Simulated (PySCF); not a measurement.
C₃H₅FOS.
Atom-mapped SMILES: `[O:1]=[S@@:2]1[CH2:3][CH2:4][C@@H:5]1[F:6]` (hydrogens: H7, H8 on C3; H9, H10 on C4; H11 on C5)

The same species was optimised twice, with GFN2-xTB and with PBE0-D3(BJ)/def2-SVP (PySCF), and the same property calculations (PySCF, gas phase) were run on both structures.

```csv
coordinate,GFN2-xTB,PBE0-D3(BJ)/def2-SVP,change
O1=S2 (Å),1.452,1.497,+0.045
C5–F6 (Å),1.355,1.341,-0.014
S2–C5 (Å),1.907,1.896,-0.011
S2–C3 (Å),1.875,1.868,-0.007
C4–C5 (Å),1.519,1.515,-0.004
C3–C4 (Å),1.525,1.528,+0.003
O1–S2–C5 (°),108.9,105.6,-3.3
C3–C4–C5 (°),95.9,93.6,-2.3
C4–C5–F6 (°),116.3,117.8,+1.5
S2–C3–C4 (°),92.4,91.2,-1.2
C3–S2–C5 (°),73.4,72.2,-1.2
O1–S2–C3 (°),107.2,106.2,-1.0
S2–C5–F6 (°),116.0,115.1,-0.9
S2–C5–C4 (°),91.3,90.5,-0.8
```

Rotational constants: A = 4130, B = 3032, C = 2127 MHz (GFN2-xTB) against A = 4111, B = 3069, C = 2199 MHz (PBE0-D3(BJ)/def2-SVP). Point groups within 0.08 Å: C1 and C1.

On the GFN2-xTB structure: lowest singlet, TDDFT (eV) 5.16 [CAM-B3LYP/def2-SVPD]; lowest triplet, Tamm–Dancoff (eV) 4.31 [CAM-B3LYP/def2-SVPD]; isotropic polarisability (au) 59.0 [CAM-B3LYP/def2-SVPD]; HOMO (eV) -8.30 [CAM-B3LYP/def2-SVPD]; LUMO (eV) 0.58 [CAM-B3LYP/def2-SVPD]; dipole (D) 4.79 [CAM-B3LYP/def2-SVPD].

Question: What do these properties become on the PBE0-D3(BJ)/def2-SVP structure?

Answer: 
```csv
property,level,on GFN2-xTB,on PBE0-D3(BJ)/def2-SVP,change
"lowest singlet, TDDFT (eV)",CAM-B3LYP/def2-SVPD,5.16,5.16,0.00
"lowest triplet, Tamm–Dancoff (eV)",CAM-B3LYP/def2-SVPD,4.31,4.34,+0.03
isotropic polarisability (au),CAM-B3LYP/def2-SVPD,59.0,59.6,+0.6
HOMO (eV),CAM-B3LYP/def2-SVPD,-8.30,-8.41,-0.11
LUMO (eV),CAM-B3LYP/def2-SVPD,0.58,0.49,-0.09
dipole (D),CAM-B3LYP/def2-SVPD,4.79,4.96,+0.17
"energy, GFN2-xTB geometry as zero (kcal/mol)",CAM-B3LYP/def2-SVPD,0.0,-2.1,-2.1
```

The heavy atoms differ by 0.077 Å rms after alignment. Among bonds between heavy atoms O1=S2 changes most (+0.045 Å). Changes are differences of the printed values. Neither structure is proved a minimum here.
